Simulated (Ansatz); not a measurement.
**AlH₄+ (singlet): RPA-PBE over a scan of the distance H2–H3, cc-pVDZ**

Aim: run AlH₄+ (singlet) with these functionals over a scan of the distance H2–H3, and hold them against the top wave-function level at the same points.

The runs use Ansatz 0.2.0, Gaussian basis; cc-pVDZ, all electrons in the functionals, frozen cores in the correlation of double hybrids and RPA.

To be run: RPA-PBE, at 0.607 Å; 0.693 Å; 0.770 Å; 0.826 Å; 0.949 Å; 1.053 Å; 1.226 Å; 1.396 Å; 1.651 Å; 2.068 Å; 2.596 Å.

52 further runs of the same task are left out: 33 for a known fault of the program, 1 for a mislabelled method, 13 that didn't finish, 5 set aside as unsound or not needed.

### Step 1. What is computed

The geometry derives from a PBE0/def2-TZVP stationary point (not a proven minimum). One bond is set to the value named and the two fragments are kept rigid.

5 atoms, charge 1, spin multiplicity 1.

Atoms are counted from 1 here; the program's logs count them from 0.

Bond lengths: Al1–H4 1.552 Å, Al1–H5 1.552 Å, H2–H3 0.770 Å. Angles: H4–Al1–H5 164.0°.

Geometry (Å):

```xyz
5
AlH4
Al    0.00000    0.00000   -0.11862
H     0.00000   -0.38479    1.92243
H     0.00000    0.38479    1.92243
H     0.00000    1.53693   -0.33477
H     0.00000   -1.53693   -0.33477
```

No dispersion term is added.

The geometry shown and the zero of energy belong to the point 0.770 Å. The yardstick, FCI, and other wave-function levels (R restricted, U unrestricted, valence and pair active spaces) come from earlier runs.

### Step 2. RPA-PBE, 0.607 Å

Contents of in.yaml:

```yaml
crystal:
  periodic: [false, false, false]
  atoms:
    - {symbol: Al, position_ang: [0.000000, 0.005284, -0.118619]}
    - {symbol: H, position_ang: [0.000000, -0.379509, 1.922431]}
    - {symbol: H, position_ang: [0.000000, 0.227491, 1.922431]}
    - {symbol: H, position_ang: [-0.000002, 1.542219, -0.334770]}
    - {symbol: H, position_ang: [0.000002, -1.531651, -0.334771]}
basis:
  gaussian: {orbitals: cc-pVDZ}
total_charge: 1
hamiltonian: {xc: {name: PBE}}
correlation: {method: rpa, electrons: outside_noble_gas}
```

Launch:

```
> ansatz run in.yaml --threads 1 --pin off --events-out ev --progress --plain --max-ram 2393MiB
```

The runs that follow: RPA-PBE, 0.693 Å; RPA-PBE, 0.770 Å; RPA-PBE, 0.826 Å; RPA-PBE, 0.949 Å; RPA-PBE, 1.053 Å; RPA-PBE, 1.226 Å; RPA-PBE, 1.396 Å; RPA-PBE, 1.651 Å; RPA-PBE, 2.068 Å; RPA-PBE, 2.596 Å.

Before running them: what should the planned runs give, taken together? Wanted: span of the FCI curve; largest miss, RPA-PBE.

The runs gave:

```
             quantity                   value
span of the FCI curve            440.1 kJ/mol
largest miss, RPA-PBE  +16.0 kJ/mol (2.068 Å)
```

RPA-PBE strays by up to 16.0 kJ/mol, at 2.068 Å. RPA-PBE clearly breaks the spin symmetry at some points (⟨S²⟩ up to 0.81 above the pure value), so energy there is bought with a mixed spin. Functionals and the yardstick converge differently with the basis, so part of each miss in cc-pVDZ is the basis.
